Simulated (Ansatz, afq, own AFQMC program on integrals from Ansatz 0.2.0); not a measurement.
**CO, triplet in 6-31G, levels against full CI**

```xyz
2

O     0.0000    0.0000    0.0000
C     0.0000    0.0000    2.1730
```

Basis 6-31G. Only valence electrons are correlated. Integrals, coupled cluster, full CI and functionals: Ansatz 0.2.0; the random walks run on the same integrals in our own AFQMC program. The CISD trial takes its coefficients from CCSD amplitudes. Released means that phaseless walkers are propagated on without the constraint, phases kept. ± is one standard error of the sampling.

Determinant: UHF, the one that the program's search chose, which needn't be the lowest solution. The geometry is a point of a scan.

Full CI on the same integrals is exact in this basis and with this determinant's frozen core.

Cautions: lower spins were not checked; strong correlation (T1 0.100, weight of the determinant 0.61, largest double 0.32); (Q) is large, 277 meV, so the cluster series hasn't closed; unrestricted determinant spin contaminated (⟨S²⟩ 2.80 against 2.00); CCSD(T) is in doubt: in a space of 10 electrons in 9 natural orbitals full CI lies 137 meV below it; the CCSDT(Q) amplitudes may be one of several solutions (largest double 0.52); the CCSDTQ amplitudes may be one of several solutions (largest double 0.81); the released energy hasn't reached full CI (248 meV above it at 1.62 1/Eh, later times being too noisy to tell), so no released level is given (meV from the phaseless value at times in 1/Eh: -15 ± 8 at 0.24, -26 ± 6 at 0.51, -40 ± 7 at 0.99, -40 ± 13 at 1.62, -157 ± 90 at 2.40); the determinant fills πx and πy unequally, so it mixes two states of the linear molecule, and each level undoes that mixture to a different degree, while full CI gives the lower state.

The T1 diagnostic is 0.0999, the weight of the determinant in the CISD state is 0.610 and the ⟨S²⟩ of the determinant is 2.803. The size of the correlated space is 10 electrons in 16 orbitals.

```
  level  correlation energy (eV)
    MP2                  -2.3618
   CCSD                  -3.8656
CCSD(T)                  -4.0839
```

(1) Estimate where full CI lies against CCSD(T) on the same integrals.

(1) 352.5 meV below CCSD(T).

Reference: full CI, correlation energy -4.436 eV. The cautions show a poor starting determinant, so the rows tell how each method copes with it here, and full CI is the sure value.

```json
{"level": "CCSD(T)", "E − E(reference) (meV)": "352.5", "share of correlation (%)": "92.05"}
{"level": "CCSDT", "E − E(reference) (meV)": "104.3", "share of correlation (%)": "97.65"}
{"level": "CCSDT(Q)", "E − E(reference) (meV)": "-173.0", "share of correlation (%)": "103.90"}
{"level": "CCSDTQ", "E − E(reference) (meV)": "-2.3", "share of correlation (%)": "100.05"}
{"level": "ph-AFQMC/HF", "E − E(reference) (meV)": "501.8 ± 22.3", "share of correlation (%)": "88.69"}
{"level": "ph-AFQMC/CISD", "E − E(reference) (meV)": "288.1 ± 9.2", "share of correlation (%)": "93.51"}
```

CCSDT and higher add their correlation energy to the determinant of the CCSD(T) run, since their own runs factorise the integrals more tightly (a shift of under 2 meV).
